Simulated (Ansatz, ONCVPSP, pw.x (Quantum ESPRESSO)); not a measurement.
# Equation-of-state test of one ONCV potential (Ta)

ONCVPSP 4.0.1.1 (patched build) input, shortened (lines: element, Z, core and valence counts, functional; n l f; lmax; l rc ep ncon nbas qcut; lloc lpopt rc5 dvloc0; l nproj debl; icmod fcfact rcfact), LDA (Perdew-Wang 92), scalar-relativistic:

```
  Ta 73.00   10    4  -001012      upf
    1    0    2.00
    2    0    2.00
    2    1    6.00
    3    0    2.00
    3    1    6.00
    3    2   10.00
    4    0    2.00
    4    1    6.00
    4    2   10.00
    4    3   14.00
    5    0    2.00
    5    1    6.00
    5    2    3.00
    6    0    2.00
    2
    0    1.50    0.00    4    8    6.10
    1    2.00    0.00    5    9    6.40
    2    2.80    0.00    4    9    6.30
    4    5    1.50    1.00
    0    2    1.20
    1    1    2.90
    2    2    0.40
    3    3.25    1.40
```

Atomic tests: cutoffs needed: 20 Ha and 72 Ha (the cutoffs (Ha) at which the residual kinetic energy of the hardest occupied pseudo-wave falls to 1 and 0.1 mHa per electron); ghost test: no bound ghost flagged; GHOST(+) flagged for s at 52.5 eV; largest excitation error: +76 meV (all-electron minus pseudo) for 5s2 5p6 5d3 6s0 6p2, out of 4 test configurations.

Crystal test: bcc Ta in pw.x 7.5, no spin, 14³ k-points, Fermi–Dirac smearing 0.01 Ry, cutoffs 170/680 Ry. The reference is all-electron LAPW (Ansatz 0.2.0) with the same functional, mesh and smearing; V0 and B0 come from Birch–Murnaghan fits to the pressures at five volumes. Errors are pseudo minus all-electron; Δ is the rms difference of the E(V) curves that follow from these fits, minima aligned, over ±6 % about the mean V0. Mesh and smearing are coarse, so the numbers serve the comparison and aren't converged zero-temperature values; the lattice is a test structure that the element need not adopt.

All-electron: a0 = 3.255 Å (V0 = 17.24 Å³/atom), B0 = 217.7 GPa.

Problem. How far does the potential miss the all-electron equation of state?

Solution. mean pressure error (GPa): -4.49; a0 (Å): 3.232; a0 error (%): -0.69; B0 error (%): +0.2; Δ (meV/atom): 16.9. The largest radius (2.80 bohr) exceeds half the bond length (2.66 bohr), so the spheres overlap, which is one possible source of error among others. This is a poor potential for the solid.

| V (Å³/atom) | P all-electron (GPa) | P pseudo (GPa) |
| --- | --- | --- |
| 16.272 | 13.97 | 8.61 |
| 16.700 | 7.30 | 2.43 |
| 17.128 | 1.38 | -3.06 |
| 17.556 | -3.88 | -7.93 |
| 17.984 | -8.54 | -12.25 |

Problem. At the middle volume, how do free energy and pressure move when the wave cutoff is lowered (ecutrho kept at four times it)?

Solution.

```csv
cutoff (Ry),shift of F (meV/atom),shift of P (GPa)
76,+22.2,-0.02
102,+12.2,-0.06
136,+7.0,-0.19
```

Input at the middle volume:

```
&control
  calculation='scf', prefix='x', pseudo_dir='./', outdir='./tmp', tstress=.true., disk_io='none'
/
&system
  ibrav=0, nat=1, ntyp=1, ecutwfc=170, ecutrho=680, nbnd=14,
  occupations='smearing', smearing='fd', degauss=0.01
/
&electrons
  conv_thr=1e-09, mixing_beta=0.4, electron_maxstep=70
/
ATOMIC_SPECIES
Ta 1.0 Ta.UPF
CELL_PARAMETERS angstrom
  -1.62386113 1.62386113 1.62386113
  1.62386113 -1.62386113 1.62386113
  1.62386113 1.62386113 -1.62386113
ATOMIC_POSITIONS crystal
Ta 0.0000 0.0000 0.0000
K_POINTS automatic
14 14 14 0 0 0
```

```bash
pw.x < Ta.scf.in > Ta.scf.out
```

Lines of the output:

```
Message from routine setup:
     using ibrav=0 with symmetry is DISCOURAGED, use correct ibrav instead
     lattice parameter (alat)  =       5.3151  a.u.
     unit-cell volume          =     115.5855 (a.u.)^3
     number of electrons       =        13.00
     number of Kohn-Sham states=           14
     kinetic-energy cutoff     =     170.0000  Ry
     charge density cutoff     =     680.0000  Ry
     scf convergence threshold =      1.0E-09
     Exchange-correlation= SLA  PW   NOGX NOGC
     number of k points=   104  Fermi-Dirac smearing, width (Ry)=  0.0100
     iteration #  1     ecut=   170.00 Ry     beta= 0.40
     total energy              =    -125.72084658 Ry
     estimated scf accuracy    <       0.01999709 Ry
     iteration #  2     ecut=   170.00 Ry     beta= 0.40
     total energy              =    -125.72057677 Ry
     estimated scf accuracy    <       0.00329296 Ry
     iteration #  3     ecut=   170.00 Ry     beta= 0.40
     total energy              =    -125.72100903 Ry
     estimated scf accuracy    <       0.00014964 Ry
     iteration #  4     ecut=   170.00 Ry     beta= 0.40
     total energy              =    -125.72101844 Ry
     estimated scf accuracy    <       0.00000364 Ry
     iteration #  5     ecut=   170.00 Ry     beta= 0.40
     total energy              =    -125.72101870 Ry
     estimated scf accuracy    <       0.00000041 Ry
     iteration #  6     ecut=   170.00 Ry     beta= 0.40
     total energy              =    -125.72101882 Ry
     estimated scf accuracy    <       0.00000005 Ry
     iteration #  7     ecut=   170.00 Ry     beta= 0.40
     total energy              =    -125.72101882 Ry
     estimated scf accuracy    <          2.0E-09 Ry
     iteration #  8     ecut=   170.00 Ry     beta= 0.40
     the Fermi energy is    19.1288 ev
!    total energy              =    -125.72101882 Ry
     estimated scf accuracy    <          1.0E-10 Ry
     smearing contrib. (-TS)   =      -0.00536058 Ry
     The total energy is F=E-TS. E is the sum of the following terms:
     one-electron contribution =     -15.39818102 Ry
     hartree contribution      =      14.10378464 Ry
     xc contribution           =     -24.20945998 Ry
     ewald contribution        =    -100.21180189 Ry
     convergence has been achieved in   8 iterations
          total   stress  (Ry/bohr**3)                   (kbar)     P=      -30.58
     Message from routine punch:
     Nothing written, as per user request (disk_io='none')
```

The run at the middle volume (104 k-points, 8 iterations) took about 3.5 min on one core of a shared host (Neoverse-N1, 64 threads, 124 GiB, load 60).
